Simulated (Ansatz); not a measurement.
For 1T (CdI2-type) TiS2, rVV10 (Ansatz, a first-principles code, plane waves, PAW) gives:

* **equilibrium lattice constant a**: 3.440 Å
* **c axis length**: 5.716 Å

Problem. What does PBE0 (PAW; Ansatz) give for the same quantities?

Solution. 
- lattice constant a: 3.410 Å (falls by 0.9 %)
- lattice parameter c: 6.544 Å (goes up by 14 %)

For comparison: lattice constant a 3.407 Å (measured, temperature not stated, not corrected to a static lattice; as tabulated in Chianelli et al. (1975), doi:10.1016/0025-5408(75)90100-2); lattice parameter c 5.695 Å (measured, temperature not stated, no zero-point or thermal correction; as tabulated in Chianelli et al. (1975), doi:10.1016/0025-5408(75)90100-2).

Changes are worked out from the printed values.

Unless a cell is named, each level is at its own relaxed cell (rVV10 19.52, PBE0 21.96 Å³/atom).

Caveats: the cell comes from a level without a dispersion term, which matters for the spacing of layers, chains or molecules (PBE0). Ansatz's density-functional and Hartree–Fock values are scalar-relativistic unless marked +SOC, with PAW data made under PBE.
